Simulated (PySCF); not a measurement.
**Spin states of MgCl**

Unrestricted PBE0; PySCF, spin-free X2C with a Gaussian nucleus, basis sets Mg x2c-TZVPPall, Cl x2c-TZVPPall. Outer shells of the fragments: Mg 3s2; Cl 3s2 3p5.

Followed along the bond (rough minima from three points):

```json
{"2Ms+1": "2", "unpaired": "σ ↑", "⟨S²⟩ at the start": "0.75", "R at minimum (Å)": "2.21", "Te (eV)": "0.00"}
{"2Ms+1": "4", "unpaired": "σ ↑, π ↑↑", "⟨S²⟩ at the start": "3.75", "R at minimum (Å)": "none in the scan", "Te (eV)": "≤ 5.84"}
```

Solutions found at the starting distance of 2.325 Å, counted from the lowest of them; the search is not exhaustive and high or unbound solutions are not listed, so other states can lie among these:

```csv
2Ms+1,unpaired,term,E (eV),⟨S²⟩,⟨Lz²⟩,μ (D)
2,σ ↑,²Σ⁺,0.00,0.75,0.00,-3.91
2,π ↑,²Π,3.13,0.76,1.00,-4.25
2,π ↑,²Π,4.30,0.75,1.01,3.76
4,"σ ↑, π ↑↑",mixed,6.00,3.75,2.02,2.79
4,"σ ↑, π ↑↑",mixed,6.14,3.75,2.01,3.02
4,"σ ↑↑, π ↑",⁴Π,6.93,3.75,1.00,2.65
```

A term symbol is given only where ⟨S²⟩ and ⟨Lz²⟩ are close to those of a pure state; real π, δ and φ orbitals otherwise mix terms. A positive dipole means Mg(−)Cl(+).

Counting both spins, an empty level lies below a filled one in some of these solutions, because spin and occupation are held.
